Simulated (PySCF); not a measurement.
# SH2: relaxation and vibrations of the singlet

The task is one start of a wider search on SH2: the singlet, from a bent start. It is relaxed, tested by its Hessian and followed downhill if it is a saddle.

Program: PySCF 2.14.0. Level of theory: PBE0, basis S def2-TZVP, H def2-TZVP, no relativity, density fitting. These are calculated values, not measurements.

## (1) Starting geometry

3 atoms, charge 0, spin multiplicity 1.

Bond lengths: S1–H2 1.350 Å, S1–H3 1.350 Å. Angles: H2–S1–H3 110.0°.

Coordinates in bohr (charge 0 multiplicity 1):
```
S     0.0000    0.0000    0.0000
H     2.0898    0.0000    1.4632
H    -2.0898    0.0000    1.4632
```

## (2) First SCF at the start

One driver script runs all steps and calls PySCF; scf.py shows how it sets up the SCF of each step. The optimiser is the driver's own. After this first run the driver tries any further starts and a stability analysis.

Contents of scf.py:

```python
from pyscf import gto, scf, dft
mol = gto.M(atom='''
S      0.000000     0.000000     0.000000
H      1.105900     0.000000     0.774300
H     -1.105900     0.000000     0.774300''',
    basis={'S': 'def2-TZVP', 'H': 'def2-TZVP'},
    charge=0, spin=0)
mf = dft.RKS(mol, xc='PBE0')
mf.grids.atom_grid = (50, 194)
aux = {'S': 'def2-universal-JKFIT', 'H': 'def2-universal-JKFIT'}
mf = mf.density_fit(auxbasis=aux)
mf.conv_tol = 1e-08
mf.diis_space = 10
mf.max_cycle = 60
mf.init_guess = 'minao'
mf.verbose = 4
mf.kernel()
```

Run with:

```console
> OMP_NUM_THREADS=2 python axn.py task.json out
```

The runs that follow: Bent start, singlet: relaxation; Hessian and properties.

What does the calculation give? Wanted: minimum; geometry; wavenumbers; dipole moment; highest occupied, lowest empty level; polar-tensor charge of S1; zero-point energy; atomisation energy.

The runs gave:

| quantity | value |
| --- | --- |
| minimum | singlet, C2v |
| geometry | S–H 1.341 Å (×2); H–S–H 92.3° |
| wavenumbers (cm⁻¹) | 1209 (a1), 2725 (a1), 2741 (b2) |
| dipole moment | 1.16 D |
| highest occupied, lowest empty level | -7.48, 0.59 eV |
| polar-tensor charge of S1 | -0.12 e |
| zero-point energy | 39.9 kJ/mol |
| entropy at 298.15 K | 205.7 J/(mol K) |
| atomisation energy (no zero-point energy) | 749 kJ/mol |

The molecule stays C2v, as typed, and the end point is a minimum. Other starts or spin states, not run here, may lie lower.
